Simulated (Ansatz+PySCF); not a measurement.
# doublet C3H6(+): levels of theory in one basis

```xyz
9

C     1.2904    0.1245    0.0038
C    -0.0017    0.4862    0.0069
H     1.5976   -0.9152    0.0052
H     2.0901    0.8764    0.0034
H    -0.2680    1.5448    0.0009
C    -1.1434   -0.4911   -0.0092
H    -0.7728   -1.5324    0.0005
H    -1.7659   -0.3548    0.8787
H    -1.7844   -0.3573   -0.8817
```

Basis set: cc-pVTZ (spherical functions). Correlated methods keep 3 orbitals frozen. Correlation on ROHF uses semicanonical orbitals with singles. Charge 1, multiplicity 2.

Computed with Ansatz (development build ahead of 0.2.0); each method stands on the lowest determinant of its kind that the runs found.

```tsv
method	E − E(ROHF) (eV)	<S²> of the determinant
ROHF	0.00	0.75
UHF	-0.08	0.76
ROHF-MP2	-12.27	–
UHF-MP2	-12.26	0.76
```

Question: Is a single determinant a sound starting point here?

Answer: By this sign, yes. Unrestricted orbitals gain 0.08 eV and <S²> is 0.76 against 0.75 for a pure state.
